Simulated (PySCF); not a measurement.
## Reproducing measurements on PH3

**Experimental background.**

From NIST CCCBDB Release 22 (SRD 101), experimental dipoles, for the gas: dipole moment (microwave Stark effect) 0.58 D.

How close the calculation comes is told at the end.

Species: PH3.
Atom-mapped SMILES: `[PH3:1]` (hydrogens: H2, H3, H4 on P1)

Structure used (GFN2-xTB), in Å, numbered top down from 1:
```xyz
4
PH3 angstrom
P     -0.0015    0.0035    0.5704
H     -0.5587    1.0086   -0.2056
H      1.1583   -0.0163   -0.1896
H     -0.5880   -0.9910   -0.1980
```

The PySCF runs (gas phase, on this GFN2-xTB geometry; no spin–orbit coupling):

```csv
level,job,basis functions
BHandHLYP/pcSseg-1,shieldings,39
CAM-B3LYP/pcSseg-1,shieldings,39
LDA/pcSseg-1,shieldings,39
PBE/pcSseg-1,shieldings,39
PBE0/6-31G*,shieldings,24
PBE0/IGLO-III,shieldings,74
PBE0/cc-pVTZ,shieldings,76
PBE0/def2-TZVP,shieldings,55
PBE0/pcSseg-0,shieldings,19
PBE0/pcSseg-2,shieldings,85
PBE0/pcseg-1,shieldings,33
wB97X-D/pcSseg-1,shieldings,39
```

All basis functions are spherical.

**Comparison with experiment**

**Dipole moment.** Measured: 0.58 D (NIST CCCBDB Release 22 (SRD 101), experimental dipoles).

```json
{"level": "BHandHLYP/pcSseg-1", "computed (D)": "0.90", "computed − measured (D)": "+0.32", "% (from the printed values)": "+55"}
{"level": "CAM-B3LYP/pcSseg-1", "computed (D)": "0.94", "computed − measured (D)": "+0.36", "% (from the printed values)": "+62"}
{"level": "LDA/pcSseg-1", "computed (D)": "1.14", "computed − measured (D)": "+0.56", "% (from the printed values)": "+97"}
{"level": "PBE/pcSseg-1", "computed (D)": "1.03", "computed − measured (D)": "+0.45", "% (from the printed values)": "+78"}
{"level": "PBE0/6-31G*", "computed (D)": "1.09", "computed − measured (D)": "+0.51", "% (from the printed values)": "+88"}
{"level": "PBE0/IGLO-III", "computed (D)": "0.65", "computed − measured (D)": "+0.07", "% (from the printed values)": "+12"}
{"level": "PBE0/cc-pVTZ", "computed (D)": "0.74", "computed − measured (D)": "+0.16", "% (from the printed values)": "+28"}
{"level": "PBE0/def2-TZVP", "computed (D)": "0.73", "computed − measured (D)": "+0.15", "% (from the printed values)": "+26"}
{"level": "PBE0/pcSseg-0", "computed (D)": "1.73", "computed − measured (D)": "+1.15", "% (from the printed values)": "+198"}
{"level": "PBE0/pcSseg-2", "computed (D)": "0.82", "computed − measured (D)": "+0.24", "% (from the printed values)": "+41"}
{"level": "PBE0/pcseg-1", "computed (D)": "1.01", "computed − measured (D)": "+0.43", "% (from the printed values)": "+74"}
{"level": "wB97X-D/pcSseg-1", "computed (D)": "1.03", "computed − measured (D)": "+0.45", "% (from the printed values)": "+78"}
```

12 of the 49 levels run are shown, the closest and the furthest among them. Closest is PBE0/IGLO-III (+0.07 D), furthest PBE0/pcSseg-0 (+1.15 D); one molecule doesn't rank methods. All 49 levels lie above the measurement. The computed dipoles belong to one fixed geometry; measured ones are averaged over vibrations unless marked μe. Magnitudes are compared, not signs.

The geometry is computed, not the measured one. Where a level misses, the cause wasn't examined.
